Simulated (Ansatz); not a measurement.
**BeS+ (doublet): wB97M-V, B2PLYP over a scan of the distance S1–Be2, cc-pVDZ**

Aim: run BeS+ (doublet) with these functionals over a scan of the distance S1–Be2, and hold them against the top wave-function level at the same points.

The runs use Ansatz 0.2.0, Gaussian basis; cc-pVDZ, all electrons in the functionals, frozen cores in the correlation of double hybrids and RPA.

To be run: wB97M-V, B2PLYP, at 1.450 Å; 1.686 Å; 1.843 Å; 2.069 Å; 2.262 Å; 2.501 Å; 2.891 Å; 3.478 Å; 4.151 Å; 4.894 Å; 6.141 Å.

39 further runs of the same task are left out: 22 for a known fault of the program, 12 that didn't finish, 5 set aside as unsound or not needed.

## 1. What is computed

The geometry derives from a PBE0/def2-TZVP stationary point (not a proven minimum). One bond is set to the value named and the two fragments are kept rigid.

2 atoms, charge 1, spin multiplicity 2.

Atoms are counted from 1 here; the program's logs count them from 0.

Bond lengths: S1–Be2 1.843 Å.

No dispersion term is added; wB97M-V holds VV10 nonlocal correlation.

The geometry shown and the zero of energy belong to the point 1.843 Å. The yardstick, FCI, and other wave-function levels (R restricted, U unrestricted, valence and pair active spaces) come from earlier runs.

## 2. wB97M-V, 1.450 Å

The input, in.yaml:

```yaml
crystal:
  periodic: [false, false, false]
  atoms:
    - {symbol: S, position_ang: [0.000000, 0.000000, 0.000000]}
    - {symbol: Be, position_ang: [0.000000, 0.000000, 1.450000]}
basis:
  gaussian: {orbitals: cc-pVDZ}
total_charge: 1
magnetization: {spin_polarized: true, initial_magnetization: 1}
hamiltonian: {xc: {name: wB97M-V}}
output: {forces: true, orbitals: {seedname: orbitals}}
```

Started as:

```console
$ ansatz run in.yaml --threads 1 --pin off --events-out ev --progress --plain --max-ram 2393MiB
```

The runs that follow: wB97M-V, 1.686 Å; wB97M-V, 1.843 Å; wB97M-V, 2.069 Å; wB97M-V, 2.262 Å; wB97M-V, 2.501 Å; wB97M-V, 2.891 Å; wB97M-V, 3.478 Å; wB97M-V, 4.151 Å; wB97M-V, 4.894 Å; wB97M-V, 6.141 Å; B2PLYP, 1.450 Å; B2PLYP, 1.686 Å; B2PLYP, 1.843 Å; B2PLYP, 2.069 Å; B2PLYP, 2.262 Å; B2PLYP, 2.501 Å; B2PLYP, 2.891 Å; B2PLYP, 3.478 Å; B2PLYP, 4.151 Å; B2PLYP, 4.894 Å; B2PLYP, 6.141 Å.

Q: Predict the results of all the runs planned. Wanted: span of the FCI curve; largest miss, wB97M-V; largest miss, B2PLYP.

The runs gave:

| quantity | value |
| --- | --- |
| span of the FCI curve | 307.7 kJ/mol |
| largest miss, wB97M-V | +31.1 kJ/mol (6.141 Å) |
| largest miss, B2PLYP | +25.7 kJ/mol (2.501 Å) |

What this shows: Of the functionals, B2PLYP keep the smallest largest miss at the points compared (at most 25.7 kJ/mol) and wB97M-V strays most (31.1 kJ/mol, at 6.141 Å). wB97M-V, B2PLYP clearly break the spin symmetry at some points (⟨S²⟩ up to 1.01 above the pure value), so energy there is bought with a mixed spin. Functionals and the yardstick converge differently with the basis, so part of each miss in cc-pVDZ is the basis.
